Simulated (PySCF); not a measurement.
PySCF input for CH3S, SMILES C[S], multiplicity 2, SMD-ωB97X/def2-SVP. Geometry: B3LYP-D3(BJ)/def2-TZVP. The isomer is the one that the SMILES or the coordinates give; other isomers of the formula were not compared.

```python
import numpy as np
from pyscf import gto, scf, dft
from pyscf.solvent import smd

mol = gto.M(
    atom='''
    C    -1.10569230   -0.00863768    0.00000000
    S     0.69167803   -0.00198227    0.00000000
    H    -1.50655068   -0.47856713    0.89740958
    H    -1.41959332    1.04067643    0.00000008
    H    -1.50655067   -0.47856700   -0.89740965
    ''',
    basis='def2-SVP',
    charge=0,
    spin=1,
    max_memory=1600,
    verbose=3,
)
mf = dft.UKS(mol, xc='wb97x').density_fit(auxbasis='def2-universal-jkfit')
mf.grids.level = 3
mf.conv_tol = 1e-9
mf.max_cycle = 100
mf.kernel()
fine, coarse = mf.grids, dft.Grids(mol).set(level=1).build(with_non0tab=True)
for _ in range(3):  # follow internal instabilities
    mf.grids = coarse
    mo, _, stable, _ = mf.stability(return_status=True, nroots=4)
    mf.grids = fine
    if stable:
        break
    mf.kernel(mf.make_rdm1(mo, mf.mo_occ))
res = {}
for name in ['water', 'n-hexane', 'chloroform']:
    s = mf.SMD()
    s.with_solvent.solvent, s.with_solvent.sasa_ng = name, 302
    s.kernel(mf.make_rdm1())
    res[name] = (s.e_tot, s.with_solvent.get_cds(), s.dip_moment(), s.mo_energy, s.converged)
    print(f'SMD {name}: dG(solv) = {(s.e_tot - mf.e_tot) * 627.509474:.3f} kcal/mol, of which CDS {res[name][1] * 627.509474:.3f}')
```

It prints:

```

WARN: HOMO -0.281106158822576 >= LUMO -0.281106158822575

converged SCF energy = -437.88666550669  <S^2> = 0.75325688  2S+1 = 2.0032542
<class 'pyscf.df.df_jk.DFUKS'> wavefunction is stable in the internal stability analysis
converged SCF energy = -437.888327562758  <S^2> = 0.75324451  2S+1 = 2.0032419
Dipole moment(X, Y, Z, Debye): -2.14847,  0.13231,  0.00000
SMD water: dG(solv) = -1.043 kcal/mol, of which CDS 1.311
converged SCF energy = -437.890569082549  <S^2> = 0.75325234  2S+1 = 2.0032497
Dipole moment(X, Y, Z, Debye): -1.84401,  0.10431,  0.00000
SMD n-hexane: dG(solv) = -2.450 kcal/mol, of which CDS -1.591
converged SCF energy = -437.891845828366  <S^2> = 0.75324798  2S+1 = 2.0032453
Dipole moment(X, Y, Z, Debye): -2.01166,  0.11879,  0.00000
SMD chloroform: dG(solv) = -3.251 kcal/mol, of which CDS -1.569
```

The run converged.
